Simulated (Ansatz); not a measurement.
## H₃O₂P, SMILES OPO: vertical and adiabatic energies of changing the electron count

Run with the Python package of Ansatz (0.2.0).

Script `adiabatic_h3o2p.py`:
```python
"""Vertical and adiabatic ionisation of H3O2P."""

import itertools

import ansatz as az
from ase.data import atomic_numbers, covalent_radii
import numpy as np


def main() -> None:
    geometry_ang = [
        ("O", (-0.5918, -0.7862, -0.3987)),
        ("P", (0.4033, 0.4808, -0.4977)),
        ("O", (1.0916, 0.1362, 0.8885)),
        ("H", (-1.1105, -0.7656, -1.2326)),
        ("H", (-0.4379, 1.5236, -0.0658)),
        ("H", (0.6873, -0.6529, 1.2601)),
    ]
    geometry = az.Crystal.molecule()
    for symbol, xyz in geometry_ang:
        geometry = geometry.atom(symbol, xyz)

    base = (
        geometry.calculation()
        .basis(gaussian="def2-SVP")
        .functional("CAM-B3LYP")
    )
    symbols = [site.symbol for site in geometry.cartesian_sites]
    start = np.array([site.position_ang for site in geometry.cartesian_sites], dtype=float)
    r = base.relax(force_tolerance=0.01, max_steps=100).run(threads=1, pin="off").report
    end = np.array(r["positions_ang"])

    minimum = az.Crystal.molecule()
    for symbol, place in zip(symbols, end):
        minimum = minimum.atom(symbol, place.tolist())
    ion = minimum.calculation()
    ion = ion.basis(gaussian="def2-SVP").functional("CAM-B3LYP")
    ion = ion.charge(1)
    ion = ion.spin("collinear", total=1)
    vertical = ion.run(threads=1, pin="off").report
    settled = ion.relax(force_tolerance=0.01, max_steps=80).run(threads=1, pin="off").report
    print(f"vertical ionisation energy   {vertical['free_energy_ev'] - r['free_energy_ev']:.3f} eV")
    print(f"adiabatic, no zero point     {settled['free_energy_ev'] - r['free_energy_ev']:.3f} eV")
    print(f"relaxation energy of the ion {vertical['free_energy_ev'] - settled['free_energy_ev']:.3f} eV")
    ionised = np.array(settled["positions_ang"])
    # pairs closer than 1.2 times the sum of covalent radii, before or after
    radius = [covalent_radii[atomic_numbers[s]] for s in symbols]
    span = lambda where, i, j: np.linalg.norm(where[i] - where[j])
    bonded = [(i, j) for i, j in itertools.combinations(range(len(symbols)), 2) if min(span(end, i, j), span(ionised, i, j)) < 1.2 * (radius[i] + radius[j])]
    print("pair        before    after (A)")
    for i, j in bonded:
        print(f"{symbols[i]}{i}-{symbols[j]}{j}".ljust(10), f"{span(end, i, j):8.4f} {span(ionised, i, j):8.4f}")


if __name__ == "__main__":
    main()
```

```console
$ python adiabatic_h3o2p.py
vertical ionisation energy   9.777 eV
adiabatic, no zero point     8.779 eV
relaxation energy of the ion 0.998 eV
pair        before    after (A)
O0-P1        1.6617   1.5713
O0-H3        0.9655   0.9758
P1-O2        1.6471   1.5712
P1-H4        1.4331   1.4106
O2-H5        0.9675   0.9757
```

The energies are electronic: no zero-point or thermal terms, and the basis set is short of its limit. The product may relax into another structure. Each relaxation finds its nearest minimum, which needn't be the lowest. Finished in 69 s on 1 thread of Arm Neoverse V1, on a shared host, peak memory 0.23 GiB.
